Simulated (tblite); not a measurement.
Compound: C4H8O (charge +1 and doublet state).
Bonds: C1–C2, C2–C3, C3–C4, C4–O5. Hydrogens: H6, H7, H8 on C1; H9 on C2; H10 on C3; H11, H12 on C4; H13 on O5.

The geometry is computed with GFN2-xTB (gas phase). This method treats the open shell by occupation alone, without spin polarisation.

(1) Give the optimised bond lengths and angles.

Results:

(1) 
| bond | length (bohr) |
| --- | --- |
| C1–C2 | 2.740 |
| C2–C3 | 2.589 |
| C3–C4 | 2.770 |
| C4–O5 | 2.596 |
| C1–H6, C1–H8 | 2.074 |
| C1–H7 | 2.053 |
| C2–H9 | 2.049 |
| C3–H10 | 2.046 |
| C4–H11, C4–H12 | 2.105 |
| O5–H13 | 1.827 |

Bonds in one row agree within 0.02 bohr and their mean is given. A selection of angles:
| angle | degrees |
| --- | --- |
| C2–C1–H6 | 110.2 |
| C2–C1–H7 | 113.6 |
| H6–C1–H7 | 110.8 |
| H6–C1–H8 | 102.2 |
| H7–C1–H8 | 109.8 |
| C1–C2–C3 | 124.3 |
| C1–C2–H9 | 117.9 |
| C3–C2–H9 | 117.8 |
| C2–C3–C4 | 123.8 |
| C2–C3–H10 | 120.4 |
| C4–C3–H10 | 115.9 |
| C3–C4–O5 | 114.1 |
| C3–C4–H11 | 108.2 |
| O5–C4–H11 | 112.0 |
| H11–C4–H12 | 101.8 |
| C4–O5–H13 | 112.5 |

Torsions: C1–C2–C3–C4 179° (antiperiplanar); C2–C3–C4–O5 -1° (synperiplanar); H13–O5–C4–C3 -179° (antiperiplanar). The mirror-image conformer, all signs reversed, is as good.

C3 (carbon bonded to 2 C and H) is planar (angles 123.8°, 120.4° and 115.9°, sum 360.0°, 0.00 Å off the plane of its three neighbours). Of the pairs four or more bonds apart, O5···H9 is among the closest relative to their van der Waals radii: 2.42 Å, 89 % of the sum of Bondi's values. The 3 C–C bonds span 1.370 Å (C2–C3, drawn single) to 1.466 Å (C3–C4, drawn single), a spread of 0.096 Å. C2 (carbon bonded to 2 C and H) is planar (angles 124.3°, 117.9° and 117.8°, sum 360.0°, 0.00 Å off the plane of its three neighbours). The 5 heavy atoms lie in one plane (0.005 Å rms).

Point group: near Cs, missed by 0.15 Å at most; the miss may be what the optimiser left on a soft mode. Its GFN2-xTB frequencies are all real (lowest 100 cm⁻¹). Torsions: C1–C2–C3–C4 179°, C2–C3–C4–O5 -1°, C3–C4–O5–H -179°. 3 starts were optimised and ended at 0.00, 3.13 and 3.63 kcal/mol (GFN2-xTB); the lowest of these is shown.

Hardware: one thread, Arm Neoverse V2 (aarch64), shared host with 32 logical CPUs at a one-minute load of 22. Cost: 0.22 s of wall time. This is the geometry optimisation.
